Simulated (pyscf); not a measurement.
Single points on ωB97X-D3(BJ)/def2-SVP structures (PySCF, gas phase). Correlated levels are frozen-core, on RHF or UHF. ΔMP2 is the change of the MP2 total energy from the triple- to the quadruple-zeta basis.

Q: PBE/def2-TZVP puts the barrier of HO–GaH–Cl (SMILES [OH][GaH][Cl]) → HO–Ga (SMILES [OH][Ga]) [singlet] + HCl (SMILES Cl) (1,1-elimination; singlet surface; Cl–Ga, Ga–H broken, Cl–H formed) at 44.8 kcal/mol and the reaction energy at +28.5 kcal/mol, from the reactant's lowest minimum found. What do B3LYP-D3(BJ)/def2-TZVP, ωB97M-D3(BJ)/def2-TZVP, CCSD(T)/def2-TZVPP + ΔMP2(QZVPP) give on the same structures?

A: B3LYP-D3(BJ): ΔE‡ = 51.1 kcal/mol, ΔE = +27.5 kcal/mol; ωB97M-D3(BJ): ΔE‡ = 57.1 kcal/mol, ΔE = +29.1 kcal/mol; CCSD(T): ΔE‡ = 57.3 kcal/mol, ΔE = +31.4 kcal/mol. PBE's barrier lies under all of them, by 6.3 to 12.4 kcal/mol. Its reaction energy lies among theirs. Low barriers are usual for a GGA, whose delocalisation error favours stretched bonds. On the reactant side the descent ends in a point that may be a rotor saddle (no frequency run), 1.6 kcal/mol over the lowest minimum found and 59.2 kcal/mol under the saddle at ωB97X-D3(BJ)/def2-TZVP. At ωB97X-D3(BJ)/def2-TZVP the barrier from the zero used here is 60.9 kcal/mol. One saddle was located; it need not be the lowest between these sides. The CCSD(T) − MP2 part came from Ansatz, without density fitting, on the same reference. The frozen core leaves the outer d or s,p core shells of the metals and heavy elements correlated in the MP2 and CC values, and def2-TZVPP describes them poorly, which can shift differences by a few kcal/mol. Elements up to Kr have no core potential and no relativistic terms here.
